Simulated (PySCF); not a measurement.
# SF₅: calculation against measurement

Isolated SF₅, optimised in PySCF with density fitting and no spin–orbit coupling; def2 sets carry scalar-relativistic core potentials from Rb on. All levels below give a doublet of C4v symmetry: PBE0/def2-TZVP S–F 1.544 Å, S–F 1.603 Å (×4); B3LYP/def2-TZVP S–F 1.554 Å, S–F 1.623 Å (×4); PBE/def2-TZVP S–F 1.572 Å, S–F 1.644 Å (×4); PBE0/def2-SVP S–F 1.571 Å, S–F 1.620 Å (×4).

Measured fundamentals (Jacox, Vibrational and Electronic Energy Levels of Polyatomic Transient Molecules, as compiled in the NIST Chemistry WebBook) beside computed harmonic wavenumbers, in cm⁻¹:

| mode as compiled | computed symmetry | measured | medium | PBE0/def2-TZVP | B3LYP/def2-TZVP | PBE/def2-TZVP | PBE0/def2-SVP |
| --- | --- | --- | --- | --- | --- | --- | --- |
| a1 eq. s-stretch | a1 | 891.7 | neon matrix | 904 | 870 | 827 | 921 |
| a1 sf stretch | a1 | 553.8 | neon matrix | 551 | 522 | 577 | 538 |
| e sf a-stretch | e | 817.8 | neon matrix | 839 | 780 | 751 | 901 |

How close does each level come?

Mean absolute differences: PBE0/def2-TZVP 1.5 %, B3LYP/def2-TZVP 4.2 %, PBE/def2-TZVP 6.6 %, PBE0/def2-SVP 5.4 %. The mean ratio of measured to computed values at PBE0/def2-TZVP is 0.989. Harmonic values should lie a little above fundamentals; matrices shift bands further, usually down by up to a few per cent.

The tabulated gas-phase entropy at 298.15 K and 1 bar is 304.75 J/(mol K) (Chase, 1998, NIST Chemistry WebBook). What do rigid-rotor harmonic-oscillator sums give?

PBE0/def2-TZVP 308.2, B3LYP/def2-TZVP 311.6, PBE/def2-TZVP 315.6, PBE0/def2-SVP 308.8 J/(mol K). Only the spin multiplicity enters the electronic part, so orbital degeneracy and low-lying levels are missing. Tables of this kind often rest on estimated structures and frequencies for high-temperature species, so a gap need not be the fault of the calculation.

ΔfH°(298 K) is -908.45 kJ/mol (Chase, 1998, NIST Chemistry WebBook), and for the gaseous atoms S 277.2, F 79.3 kJ/mol (tabulated in the package mendeleev). Compare the atomisation enthalpy with the calculations.

From the tables it is 277.2 + 5 × 79.3 − (-908.5) = 1582 kJ/mol. To a computed De one adds −ZPE (-40.8), the atoms' spin–orbit lowering from NIST levels (-10.4) and the thermal terms (22.6), all taken at PBE0/def2-TZVP.
```
          level  De (kJ/mol)  ΔatH°(298 K)  computed − tabulated
 PBE0/def2-TZVP         1551          1523                   -60
B3LYP/def2-TZVP         1511          1483                  -100
  PBE/def2-TZVP         1719          1690                   108
  PBE0/def2-SVP         1432          1404                  -179
```
